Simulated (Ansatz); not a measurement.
```yaml
crystal:
  periodic: [false, false, false]
  atoms:
    - {symbol: Zr, position_ang: [0.015149, 0.000371, -0.592046]}
    - {symbol: Cl, position_ang: [-0.029939, 1.801541, 0.762556]}
    - {symbol: Cl, position_ang: [-0.009041, -1.802494, 0.760836]}
basis:
  gaussian: {orbitals: def2-TZVP}
magnetization: {spin_polarized: true, initial_magnetization: 2}
hamiltonian: {xc: pbe0}
relax: {f_tol: 0.004, max_steps: 80}
```

```sh
$ ansatz run in.yaml --threads 1 --pin off --events-out ev --progress --plain --max-ram 2176MiB
```

Steps of the relaxation (energy above the last step; positions in Å, forces in eV/Å):

```
3
step 1, 310.2 meV
Zr    0.015    0.000   -0.592    0.026    0.001   -1.032
Cl   -0.030    1.802    0.763   -0.021    1.278    0.517
Cl   -0.009   -1.802    0.761   -0.006   -1.279    0.516
```

```
3
step 2, 104.3 meV
Zr    0.013    0.000   -0.517   -0.015    0.000    0.589
Cl   -0.030    1.990    0.725    0.008   -0.056   -0.295
Cl   -0.007   -1.990    0.723    0.007    0.057   -0.295
```

```
3
step 3, 16.0 meV
Zr    0.008    0.000   -0.322   -0.008    0.000    0.311
Cl   -0.029    2.155    0.628    0.005   -0.182   -0.156
Cl   -0.004   -2.156    0.626    0.003    0.183   -0.155
```

```
3
step 6, 0.0 meV
Zr    0.005    0.000   -0.187    0.000    0.000   -0.001
Cl   -0.027    2.224    0.560    0.000    0.004    0.000
Cl   -0.001   -2.225    0.558    0.000   -0.004    0.000
```

Close pairs at the end: Zr1–Cl2 2.347 Å, Zr1–Cl3 2.347 Å.

A stationary point of unrestricted PBE0 after 6 steps, with ⟨S²⟩ = 2.005 against 2.00 for a pure state; no frequencies were run, so it isn't proven a minimum. 1.9 min on 1 thread of Arm Neoverse V2, shared host.
